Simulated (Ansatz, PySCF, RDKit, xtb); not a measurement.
# C2H8Si: a search for the lowest isomer

Given the formula C2H8Si and nothing else, which arrangement of the atoms is the most stable in the gas at 600 K, and what are its properties?

The funnel: GFN2-xTB relaxations, single points with a density functional, relaxations at B3LYP-D3(BJ)/def2-SVP, harmonic vibrations, and a last energy at a higher level. All values are calculated.

4 further runs of the same task are left out: 4 set aside as unsound or not needed.

**1. Possible bonding patterns**

A program enumerates the bonding patterns with one Lewis structure each (two rings at most, one unusual centre or charged pair), with their diastereomers. O–O, O–halogen and N–halogen bonds and N–N–N chains are not drawn. That gives 2 candidates.

| label | SMILES | spin |
| --- | --- | --- |
| c803 | CC[SiH3] | singlet |
| c908 | C[SiH2]C | singlet |

Candidates are built by distance geometry, with a force field where one applies, in up to four conformers (letters a to d).

Q: Predict the outcome of this search (final energies at CCSD(T)/def2-TZVP).

| quantity | value |
| --- | --- |
| lowest structure found | C[SiH2]C, singlet, C2v |
| next finalist | CC[SiH3], singlet, 11.8 kcal/mol higher in G |
| share at equilibrium, among the finalists | 100.0 % |
| harmonic wavenumbers, lowest and highest (B3LYP-D3(BJ)/def2-SVP) | 161 and 3124 cm⁻¹ |
| rotational constants, same geometry | 0.5495, 0.1944, 0.1604 cm⁻¹ |
| dipole moment (PBE0/def2-TZVPD) | 0.76 D |
| HOMO energy (PBE0/def2-TZVPD) | -8.79 eV |
| LUMO energy (PBE0/def2-TZVPD) | 0.31 eV |
| HOMO–LUMO gap (PBE0/def2-TZVPD) | 9.10 eV |
| lowest excitation (TD-B3LYP/def2-SVPD) | 7.95 eV (f = 0.051) |
| strongest of the states computed, same level | 9.02 eV (f = 0.194) |
| lowest triplet excitation, same level, Tamm-Dancoff | 7.75 eV |
| vertical ionisation energy | 10.89 eV |
| vertical electron affinity | -1.33 eV (unbound: the value depends on the basis) |
| vertical triplet less singlet | +7.73 eV |

The lowest structure found is `C[SiH2]C`. Among the finalists first place is clear (11.8 kcal/mol); structures outside the list aren't covered. HF/STO-3G, r2SCAN-D4/def2-SVP, B3LYP-D3(BJ)/def2-SVP, HF/def2-TZVP and MP2/def2-TZVP already put its bonding pattern lowest among the structures in one piece; GFN2-xTB favours the singlet CC[SiH3]. Measured dipole moment: 0.75 D (NIST CCCBDB Release 22 (SRD 101), experimental dipoles); the calculated dipole moment, 0.76 D, differs by +0.01 D. The search is not exhaustive (a finite list of starts, one conformer a finalist), so a lower isomer can't be ruled out. Patterns outside the rules of the enumeration were met only by chance. The lowest isomer need not be the one that is made and kept in a bottle, which depends on barriers.
